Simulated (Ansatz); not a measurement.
Input for Ansatz (development build ahead of 0.2.0):

```yaml
crystal:
  periodic: [false, false, false]
  atoms:
    - { symbol: O, position_ang: [0.0, 0.0, 0.0] }
    - { symbol: H, position_ang: [0.0, 0.0, 2.163] }
basis:
  gaussian: { orbitals: "6-31G" }
total_charge: 1
magnetization:
  spin_polarized: true
  initial_magnetization: 2
hamiltonian:
  xc: pbe
scf:
  omitted_lower_state_checks: [starts, atomic_configurations, cluster_reference, orbital_swaps, given_window_search, neighbouring_geometries, increment]
output:
  forces: true
```

The input is written out in the form of the current development build from the run's settings.

Results

- Converged: yes
- Total energy: -75.06507 hartree
- Spin squared of the determinant: 2.320
- Stability test: minimum

Forces (eV/Å):
```json
{"atom": "O1", "Fx": "0.000", "Fy": "0.000", "Fz": "1.046"}
{"atom": "H2", "Fx": "0.000", "Fy": "0.000", "Fz": "-1.046"}
```

Caution: charge can spread falsely over distant fragments; the unrestricted determinant is spin contaminated.
